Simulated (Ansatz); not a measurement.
Results of r²SCAN (Ansatz, a quantum-chemistry and plane-wave program, PAW) for rutile MnF2.

Run with plane-wave cutoff 560 eV, 8×8×10 k mesh (along the axes of the cell as run), Fermi–Dirac smearing 0.01 eV, spin-polarised with opposed moments, scalar-relativistic PAW data made under PBE.

Results at a series of volumes:

```csv
V (Å³/atom),E − E_lowest (meV/atom),P (GPa)
12.484,6.76,4.32
12.744,1.63,2.04
13.004,0.00,0.00
13.264,1.51,-1.82
13.524,5.79,-3.43
```

**Question.** Estimate the bulk modulus from the pressures at 12.744 and 13.264 Å³/atom, and compare it with a fit to all energies.

**Answer.** B = −V dP/dV. Between V = 12.744 and 13.264 Å³/atom, dP/dV = (-1.82 − (2.04))/(13.264 − 12.744) = -7.42 GPa per Å³/atom; at the midpoint 13.004 Å³/atom this gives B ≈ 96.5 GPa. The third-order Birch–Murnaghan fit gives V0 = 13.004 Å³/atom, B0 = 96.2 GPa, B′ = 4.8, which lies within 1 % of that estimate.

Shape and atoms are relaxed at each volume.

Note: without U or exact exchange, gaps and moments of open d shells tend to come out too small; the bulk modulus comes from volumes at which shape and atoms were relaxed.

Computed values are for the static lattice.
